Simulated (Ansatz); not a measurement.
`[Li][O]C` from Hartree–Fock to CCSD(T)

```csv
atom,x (Å),y (Å),z (Å)
Li1,-1.423,-1.683,1.040
O2,-0.503,-0.594,0.367
C3,0.295,0.349,-0.215
H4,-0.284,1.165,-0.686
H5,0.978,0.834,0.505
H6,0.937,-0.070,-1.012
```

Total charge 0; spin multiplicity 1. Correlated methods include outer-core shells of Li, which these sets cover unevenly. Geometry: relaxed with PBE0-D4/def2-TZVP. Frozen core, restricted reference, the Gaussian-basis code of Ansatz. CBS rows extrapolate triple and quadruple zeta. For Li the program correlates outer-core shells too, which these sets cover unevenly, so the extrapolated numbers aren't a true limit.

```tsv
basis	HF (Eh)	MP2 corr.
def2-SVP	-121.84606	-0.34606
def2-TZVPP	-121.98691	-0.46648
def2-QZVPP	-121.99413	-0.49988
```

Problem. Estimate the CCSD correlation energy and the (T) correction in each basis where they were run (hartree).

Solution. 
| basis | CCSD corr. | (T) |
| --- | --- | --- |
| def2-SVP | -0.36579 | -0.00847 |
| def2-TZVPP | -0.48391 | -0.01606 |
| def2-QZVPP | -0.51272 | -0.01861 |
| CBS(def2) | -0.53405 | -0.02049 |
